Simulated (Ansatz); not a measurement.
Ansatz (an electronic-structure program) input (HF/6-31G*):

Ansatz 0.2 input:
```yaml
crystal:
  periodic: [false, false, false]
  atoms:
    - {symbol: C, position_ang: [0.11845331, 0.37677984, 0.01555062]}
    - {symbol: C, position_ang: [1.25731640, -0.28177099, -0.00706199]}
    - {symbol: F, position_ang: [-1.12952439, -0.27858327, -0.01503370]}
    - {symbol: H, position_ang: [-0.12811515, 1.43399749, 0.05721991]}
    - {symbol: H, position_ang: [2.03921651, 0.50319885, 0.02715159]}
basis:
  gaussian:
    orbitals: 6-31G*
hamiltonian:
  xc: {name: HF}
total_charge: -1
phonons: {temperatures: {t_min: 298.15, t_max: 298.15, t_step: 100}}
```

Output:

```
Functional definition: HF
integrals: 0.01 GiB planned
530 factors; integrals over basis functions are off by at most 4.2e-4 eV
mean field: 0.08 GiB planned
mean field evaluation 1: about -4791.4153 eV, gradient 3.6e1 eV
mean field evaluation 2: about -4791.4166 eV, gradient 3.6e1 eV
mean field evaluation 4: about -4794.7216 eV, gradient 2.8e0 eV
mean field evaluation 8: about -4794.7927 eV, gradient 1.9e-1 eV
mean field -4794.79285829 eV, -176.2053875148 hartree, gradient 8.9e-6 eV, S^2 0.000000; 0 other end points of the search recorded, 0 dependent functions left out
the calculation of the forces begins
reference -4794.79285829 eV, -176.2053875148 hartree; 12, 12 occupied and 37, 37 virtual orbitals, 530 factors
these checks for a lower state are left out or cut short: stability, starts, cluster_reference, orbital_swaps, neighbouring_geometries, increment
integrals: 0.01 GiB planned
530 factors; integrals over basis functions are off by at most 4.2e-4 eV
mean field: 0.08 GiB planned
mean field evaluation 16: about -4794.7927 eV, gradient 1.9e-2 eV
mean field -4794.79265450 eV, -176.2053800255 hartree, gradient 2.8e-6 eV, S^2 0.000000; 0 other end points of the search recorded, 0 dependent functions left out
the calculation of the forces begins
reference -4794.79265450 eV, -176.2053800255 hartree; 12, 12 occupied and 37, 37 virtual orbitals, 530 factors
these checks for a lower state are left out or cut short: stability, starts, cluster_reference, orbital_swaps, neighbouring_geometries, increment
integrals: 0.01 GiB planned
530 factors; integrals over basis functions are off by at most 4.3e-4 eV
mean field: 0.08 GiB planned
mean field -4794.79265674 eV, -176.2053801079 hartree, gradient 2.9e-6 eV, S^2 0.000000; 0 other end points of the search recorded, 0 dependent functions left out
the calculation of the forces begins
reference -4794.79265674 eV, -176.2053801079 hartree; 12, 12 occupied and 37, 37 virtual orbitals, 530 factors
these checks for a lower state are left out or cut short: stability, starts, cluster_reference, orbital_swaps, neighbouring_geometries, increment
integrals: 0.01 GiB planned
530 factors; integrals over basis functions are off by at most 4.2e-4 eV
mean field: 0.08 GiB planned
mean field evaluation 32: about -4794.7927 eV, gradient 1.9e-2 eV
mean field -4794.79273201 eV, -176.2053828742 hartree, gradient 2.9e-6 eV, S^2 0.000000; 0 other end points of the search recorded, 0 dependent functions left out
the calculation of the forces begins
reference -4794.79273201 eV, -176.2053828742 hartree; 12, 12 occupied and 37, 37 virtual orbitals, 530 factors
these checks for a lower state are left out or cut short: stability, starts, cluster_reference, orbital_swaps, neighbouring_geometries, increment
integrals: 0.01 GiB planned
530 factors; integrals over basis functions are off by at most 4.2e-4 eV
mean field: 0.08 GiB planned
mean field -4794.79272884 eV, -176.2053827577 hartree, gradient 2.8e-6 eV, S^2 0.000000; 0 other end points of the search recorded, 0 dependent functions left out
the calculation of the forces begins
reference -4794.79272884 eV, -176.2053827577 hartree; 12, 12 occupied and 37, 37 virtual orbitals, 530 factors
these checks for a lower state are left out or cut short: stability, starts, cluster_reference, orbital_swaps, neighbouring_geometries, increment
integrals: 0.01 GiB planned
530 factors; integrals over basis functions are off by at most 4.2e-4 eV
mean field: 0.08 GiB planned
mean field -4794.79274209 eV, -176.2053832445 hartree, gradient 2.9e-6 eV, S^2 0.000000; 0 other end points of the search recorded, 0 dependent functions left out
the calculation of the forces begins
reference -4794.79274209 eV, -176.2053832445 hartree; 12, 12 occupied and 37, 37 virtual orbitals, 530 factors
these checks for a lower state are left out or cut short: stability, starts, cluster_reference, orbital_swaps, neighbouring_geometries, increment
integrals: 0.01 GiB planned
530 factors; integrals over basis functions are off by at most 4.2e-4 eV
mean field: 0.08 GiB planned
mean field -4794.79274043 eV, -176.2053831837 hartree, gradient 2.8e-6 eV, S^2 0.000000; 0 other end points of the search recorded, 0 dependent functions left out
the calculation of the forces begins
reference -4794.79274043 eV, -176.2053831837 hartree; 12, 12 occupied and 37, 37 virtual orbitals, 530 factors
these checks for a lower state are left out or cut short: stability, starts, cluster_reference, orbital_swaps, neighbouring_geometries, increment
integrals: 0.01 GiB planned
530 factors; integrals over basis functions are off by at most 4.2e-4 eV
mean field: 0.08 GiB planned
mean field evaluation 64: about -4794.7927 eV, gradient 1.2e-5 eV
[...]
integrals: 0.01 GiB planned
530 factors; integrals over basis functions are off by at most 4.2e-4 eV
mean field: 0.08 GiB planned
mean field -4794.79274874 eV, -176.2053834891 hartree, gradient 2.9e-6 eV, S^2 0.000000; 0 other end points of the search recorded, 0 dependent functions left out
the calculation of the forces begins
reference -4794.79274874 eV, -176.2053834891 hartree; 12, 12 occupied and 37, 37 virtual orbitals, 530 factors
these checks for a lower state are left out or cut short: stability, starts, cluster_reference, orbital_swaps, neighbouring_geometries, increment
integrals: 0.01 GiB planned
530 factors; integrals over basis functions are off by at most 4.2e-4 eV
mean field: 0.08 GiB planned
mean field -4794.79281958 eV, -176.2053860921 hartree, gradient 2.9e-6 eV, S^2 0.000000; 0 other end points of the search recorded, 0 dependent functions left out
the calculation of the forces begins
reference -4794.79281958 eV, -176.2053860921 hartree; 12, 12 occupied and 37, 37 virtual orbitals, 530 factors
these checks for a lower state are left out or cut short: stability, starts, cluster_reference, orbital_swaps, neighbouring_geometries, increment
integrals: 0.01 GiB planned
530 factors; integrals over basis functions are off by at most 4.2e-4 eV
mean field: 0.08 GiB planned
mean field -4794.79282101 eV, -176.2053861449 hartree, gradient 2.8e-6 eV, S^2 0.000000; 0 other end points of the search recorded, 0 dependent functions left out
the calculation of the forces begins
reference -4794.79282101 eV, -176.2053861449 hartree; 12, 12 occupied and 37, 37 virtual orbitals, 530 factors
these checks for a lower state are left out or cut short: stability, starts, cluster_reference, orbital_swaps, neighbouring_geometries, increment
integrals: 0.01 GiB planned
530 factors; integrals over basis functions are off by at most 4.2e-4 eV
mean field: 0.08 GiB planned
mean field evaluation 96: about -4794.7928 eV, gradient 2.8e-6 eV
mean field -4794.79281698 eV, -176.2053859966 hartree, gradient 2.8e-6 eV, S^2 0.000000; 0 other end points of the search recorded, 0 dependent functions left out
the calculation of the forces begins
reference -4794.79281698 eV, -176.2053859966 hartree; 12, 12 occupied and 37, 37 virtual orbitals, 530 factors
these checks for a lower state are left out or cut short: stability, starts, cluster_reference, orbital_swaps, neighbouring_geometries, increment
integrals: 0.01 GiB planned
530 factors; integrals over basis functions are off by at most 4.2e-4 eV
mean field: 0.08 GiB planned
mean field -4794.79281649 eV, -176.2053859787 hartree, gradient 2.9e-6 eV, S^2 0.000000; 0 other end points of the search recorded, 0 dependent functions left out
the calculation of the forces begins
reference -4794.79281649 eV, -176.2053859787 hartree; 12, 12 occupied and 37, 37 virtual orbitals, 530 factors
these checks for a lower state are left out or cut short: stability, starts, cluster_reference, orbital_swaps, neighbouring_geometries, increment
integrals: 0.01 GiB planned
530 factors; integrals over basis functions are off by at most 4.3e-4 eV
mean field: 0.08 GiB planned
mean field -4794.79275324 eV, -176.2053836544 hartree, gradient 2.5e-6 eV, S^2 0.000000; 0 other end points of the search recorded, 0 dependent functions left out
the calculation of the forces begins
reference -4794.79275324 eV, -176.2053836544 hartree; 12, 12 occupied and 37, 37 virtual orbitals, 530 factors
these checks for a lower state are left out or cut short: stability, starts, cluster_reference, orbital_swaps, neighbouring_geometries, increment
integrals: 0.01 GiB planned
530 factors; integrals over basis functions are off by at most 4.2e-4 eV
mean field: 0.08 GiB planned
mean field -4794.79275192 eV, -176.2053836058 hartree, gradient 2.9e-6 eV, S^2 0.000000; 0 other end points of the search recorded, 0 dependent functions left out
the calculation of the forces begins
reference -4794.79275192 eV, -176.2053836058 hartree; 12, 12 occupied and 37, 37 virtual orbitals, 530 factors
these checks for a lower state are left out or cut short: stability, starts, cluster_reference, orbital_swaps, neighbouring_geometries, increment
integrals: 0.01 GiB planned
530 factors; integrals over basis functions are off by at most 4.2e-4 eV
mean field: 0.08 GiB planned
mean field -4794.79284191 eV, -176.2053869129 hartree, gradient 2.5e-6 eV, S^2 0.000000; 0 other end points of the search recorded, 0 dependent functions left out
the calculation of the forces begins
reference -4794.79284191 eV, -176.2053869129 hartree; 12, 12 occupied and 37, 37 virtual orbitals, 530 factors
these checks for a lower state are left out or cut short: stability, starts, cluster_reference, orbital_swaps, neighbouring_geometries, increment
integrals: 0.01 GiB planned
530 factors; integrals over basis functions are off by at most 4.2e-4 eV
mean field: 0.08 GiB planned
mean field evaluation 128: about -4794.7928 eV, gradient 2.9e-5 eV
mean field -4794.79284113 eV, -176.2053868844 hartree, gradient 1.3e-6 eV, S^2 0.000000; 0 other end points of the search recorded, 0 dependent functions left out
the calculation of the forces begins
reference -4794.79284113 eV, -176.2053868844 hartree; 12, 12 occupied and 37, 37 virtual orbitals, 530 factors
these checks for a lower state are left out or cut short: stability, starts, cluster_reference, orbital_swaps, neighbouring_geometries, increment
integrals: 0.01 GiB planned
530 factors; integrals over basis functions are off by at most 4.2e-4 eV
mean field: 0.08 GiB planned
mean field -4794.79280983 eV, -176.2053857339 hartree, gradient 6.9e-7 eV, S^2 0.000000; 0 other end points of the search recorded, 0 dependent functions left out
the calculation of the forces begins
reference -4794.79280983 eV, -176.2053857339 hartree; 12, 12 occupied and 37, 37 virtual orbitals, 530 factors
these checks for a lower state are left out or cut short: stability, starts, cluster_reference, orbital_swaps, neighbouring_geometries, increment
integrals: 0.01 GiB planned
530 factors; integrals over basis functions are off by at most 4.2e-4 eV
mean field: 0.08 GiB planned
mean field -4794.79280927 eV, -176.2053857133 hartree, gradient 1.1e-6 eV, S^2 0.000000; 0 other end points of the search recorded, 0 dependent functions left out
the calculation of the forces begins
reference -4794.79280927 eV, -176.2053857133 hartree; 12, 12 occupied and 37, 37 virtual orbitals, 530 factors
these checks for a lower state are left out or cut short: stability, starts, cluster_reference, orbital_swaps, neighbouring_geometries, increment
integrals: 0.01 GiB planned
530 factors; integrals over basis functions are off by at most 4.2e-4 eV
mean field: 0.08 GiB planned
mean field -4794.79282417 eV, -176.2053862610 hartree, gradient 1.1e-6 eV, S^2 0.000000; 0 other end points of the search recorded, 0 dependent functions left out
the calculation of the forces begins
reference -4794.79282417 eV, -176.2053862610 hartree; 12, 12 occupied and 37, 37 virtual orbitals, 530 factors
these checks for a lower state are left out or cut short: stability, starts, cluster_reference, orbital_swaps, neighbouring_geometries, increment
integrals: 0.01 GiB planned
530 factors; integrals over basis functions are off by at most 4.2e-4 eV
mean field: 0.08 GiB planned
mean field -4794.79282455 eV, -176.2053862750 hartree, gradient 1.1e-6 eV, S^2 0.000000; 0 other end points of the search recorded, 0 dependent functions left out
the calculation of the forces begins
reference -4794.79282455 eV, -176.2053862750 hartree; 12, 12 occupied and 37, 37 virtual orbitals, 530 factors
Total energy: -4794.79285829 eV, -176.2053875148 hartree
Atom 0 at     0.118453     0.376780     0.015551 Å, force     0.000920    -0.000232    -0.000006 eV/Å
Atom 1 at     1.257316    -0.281771    -0.007062 Å, force    -0.001209     0.000362     0.000010 eV/Å
Atom 2 at    -1.129524    -0.278583    -0.015034 Å, force     0.000184    -0.000270    -0.000010 eV/Å
Atom 3 at    -0.128115     1.433997     0.057220 Å, force     0.000203     0.000065     0.000003 eV/Å
Atom 4 at     2.039217     0.503199     0.027152 Å, force    -0.000098     0.000076     0.000003 eV/Å
Dipole moment:    -0.541016     0.512157     0.018756 e Å
Vibrations: 595.80 772.41 909.82 1058.40 1189.27 1485.58 1690.88 2963.94 3203.99 cm⁻¹, zero-point energy 0.859836 eV
```

The blocks after the first are displaced geometries, from whose forces the wavenumbers follow.

The dipole moment of an ion depends on the origin.
